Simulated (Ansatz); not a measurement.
## [Br···H···S], triplet in cc-pVDZ: errors against UCCSDT(Q)

Geometry: a point of a hydrogen-transfer path between rigid fragments, not a stationary point.

| atom | x (Å) | y (Å) | z (Å) |
| --- | --- | --- | --- |
| Br | 0.0000 | 0.0000 | -1.9033 |
| H | 0.0000 | 0.0000 | 0.2047 |
| S | 0.0000 | 0.0000 | 1.6987 |

Basis cc-pVDZ; Ansatz 0.2.0. Correlated methods freeze the noble-gas cores and the filled d shells of p-block atoms, which leaves 14 electrons in 31 orbitals. R marks a restricted (for open shells ROHF) determinant, U an unrestricted one. Active spaces: valence = (14e, 9o) chosen from the atoms' valence shells. No spin–orbit coupling is included, and no scalar relativity.

Full CI isn't at hand for all of this; UCCSDT(Q) serves as the reference, and is uncertain by about the last step of the cluster series. The frozen core follows each run's orbitals, which can shift R against U totals by a few meV for light atoms and by up to 0.1 eV past Ca.

- UHF ⟨S²⟩: 2.033
- T1 diagnostic (RCCSD): 0.0204
- largest doubles amplitude (RCCSD): 0.063
- T1 diagnostic (UCCSD): 0.0117

Q: From what is known of these methods and the diagnostics, rank them by the size of their error in total energy against UCCSDT(Q) in cc-pVDZ, smallest first (an estimate: the text doesn't fix the numbers).
A. UCCSDT
B. UCCSD
C. UMP2
D. UCCSD(T)
E. UHF

A: A (0.23 kcal/mol), D (0.69 kcal/mol), B (3.27 kcal/mol), C (25.79 kcal/mol), E (159.04 kcal/mol).

All errors are against UCCSDT(Q) in cc-pVDZ. Within each family the higher level lies nearer, as is usual though not guaranteed.

Natural occupations of CASSCF (valence space) about the gap: 1.999 1.997 1.958 1.001 1.000 0.045; effectively unpaired electrons, Σ n²(2−n)², 2.01.
